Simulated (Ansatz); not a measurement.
# CH2+ (doublet): the correlation ladder, def2-QZVPP

An exercise on one series of results from a longer session: the logs are not shown, and one member is left open.

Program: Ansatz 0.2.0, Gaussian basis. Level of theory: def2-QZVPP, core rule «outside noble gas», up to 1 orbitals frozen. These are calculated values, not measurements.

The runs, in order: UHF; ROHF; CCSD(T) on UHF.

2 further runs of the same task are left out: 2 set aside as unsound or not needed.

## The geometry

The geometry is a PBE0/def2-TZVP stationary point (not a proven minimum) of the parent state, kept for this charge and spin.

3 atoms, charge 1, spin multiplicity 2.

Atoms are counted from 1 here; the program's logs count them from 0.

Bond lengths: C1–H2 1.079 Å, C1–H3 1.079 Å. Angles: H2–C1–H3 134.8°.

The first run:

in.yaml

```yaml
crystal:
  periodic: [false, false, false]
  atoms:
    - {symbol: C, position_ang: [0.000000, -0.059567, 0.000000]}
    - {symbol: H, position_ang: [0.000000, 0.354901, -0.996161]}
    - {symbol: H, position_ang: [0.000000, 0.354901, 0.996161]}
basis:
  gaussian: {orbitals: "def2-QZVPP.json"}
total_charge: 1
magnetization: {spin_polarized: true, initial_magnetization: 1}
hamiltonian: {xc: hf}
output: {orbitals: {seedname: orbitals}}
```

The run is started by

```sh
> ansatz run in.yaml --threads 1 --pin off --events-out ev --progress --plain --max-ram 2393MiB
```

Steps of the session up to this table: UHF; ROHF; CCSD(T) on UHF.

One table of the session follows, with a row left open; its other results are not shown here.

| method | from UCCSD(T) (kJ/mol) |
| --- | --- |
| ROHF | +327.6 |
| UHF | ? |
| UMP2 | +54.3 |
| UCCSD | +6.2 |
| UCCSD(T) | 0 |

Estimate the missing values for UHF.

**Answer.** from UCCSD(T) (kJ/mol): +320.5. In the column «from UCCSD(T) (kJ/mol)» it lies between UMP2 (+54.3) and ROHF (+327.6).
